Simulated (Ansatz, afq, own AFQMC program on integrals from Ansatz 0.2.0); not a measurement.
SiH3⁻, singlet in 6-31++G**, levels against CCSDT(Q)

```yaml
atoms:
  - { symbol: Si, position_ang: [0.0000, 0.0000, -0.0889] }
  - { symbol: H, position_ang: [1.4435, -0.0002, 0.8258] }
  - { symbol: H, position_ang: [-0.7216, 1.2502, 0.8258] }
  - { symbol: H, position_ang: [-0.7219, -1.2500, 0.8258] }
```

Basis 6-31++G**. Noble-gas cores (and the filled d shells of Ga–Kr and In–Xe) are frozen. Integrals, coupled cluster, full CI and functionals: Ansatz 0.2.0; the random walks run on the same integrals in our own AFQMC program. ph-AFQMC/CISD is guided by a CISD state made of CCSD amplitudes; releasing the constraint for a short imaginary time cuts its bias at the price of noise, slowly where states lie close. Free AFQMC starts from the CCSD state and is never constrained. Its projection time is finite, and what remains of the start isn't in its error. Uncertainties: one standard error, sampling alone.

Determinant: RHF, the one that the program's search chose, which needn't be the lowest solution. The geometry is a point of a scan.

No full CI on the walks' own integrals is used here; CCSDT(Q) serves as the reference and is uncertain by about the last step of the cluster series.

Cautions: the released energies are still falling, so no released level is given (meV from the phaseless value at times in 1/Eh: 4 ± 6 at 0.24, 5 ± 6 at 0.51, -2 ± 6 at 0.99, -3 ± 7 at 1.62, -13 ± 6 at 2.40), though the last usable value meets CCSDT(Q) within the noise.

The T1 diagnostic is 0.0144. The weight of the determinant in the CISD state is 0.905 and the size of the correlated space is 8 electrons in 36 orbitals.

Reference: CCSDT(Q), correlation energy -3.816 eV.

| level | E − E(reference) (kcal/mol) | share of correlation (%) |
| --- | --- | --- |
| HF | 87.99 | 0.00 |
| MP2 | 20.01 | 77.25 |
| CCSD | 2.67 | 96.97 |
| CCSD(T) | 0.53 | 99.40 |
| CCSDT | 0.05 | 99.94 |
| ph-AFQMC/HF | -0.28 ± 0.61 | 100.32 |
| ph-AFQMC/CISD | 0.16 ± 0.14 | 99.82 |
| free AFQMC | 0.08 ± 0.21 | 99.91 |

Free projections are given only where their last times agree within the noise and don't stop above the reference; a slow remainder of the start can still hide under it. A walk keeps the symmetry of its determinant, which the program's search chose and which needn't be the lowest solution, so a lower state of the same spin and another symmetry isn't excluded.
